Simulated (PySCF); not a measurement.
**Bond curve of LiH⁺**

Set-up: Li def2-TZVP, H def2-TZVP; no relativity (PySCF 2.14). Energies in eV from Li⁺ + H in their ground configurations at the same level. State: ²Σ⁺ (doublet), unpaired electrons σ ↑.

| R (Å) | UHF-CCSD(T) |
| --- | --- |
| 2.045 | -0.0467 |
| 2.136 | -0.0552 |
| 2.204 | -0.0581 |
| 2.272 | -0.0589 |
| 2.340 | -0.0583 |
| 2.431 | -0.0560 |
| 2.545 | -0.0519 |
| 2.681 | -0.0460 |

Question: Put a parabola through the three lowest points of the UHF-CCSD(T) curve and estimate Re, k and ωe (reduced mass 0.8812 u; 1 eV/Å² = 0.16022 mdyn/Å; ωe = 1302.8·√(k/μ) cm⁻¹).

Answer: Through R = 2.204, 2.272, 2.34 Å the second-order coefficient is 0.151 eV/Å², so Re ≈ 2.277 Å, k ≈ 0.0485 mdyn/Å and ωe ≈ 306 cm⁻¹. A polynomial fit of higher order to the unrounded UHF-CCSD(T) energies gives Re = 2.273 Å, k = 0.0482 mdyn/Å, ωe = 305 cm⁻¹; anharmonicity and rounding make the difference.

The higher-order fit for each curve: UHF-CCSD(T): Re = 2.273 Å, ωe = 305 cm⁻¹, De = 0.059 eV.

Correlated steps freeze no core orbitals. The bond is weak. Basis-set superposition, not corrected here, can be much of De in a small basis, most of all at correlated wavefunction levels. For an ion De counts to the pair picked by the measured ionisation energies or electron affinities, which need not be the lowest pair at this level. The state was picked by a PBE0 search and need not be the measured ground state.
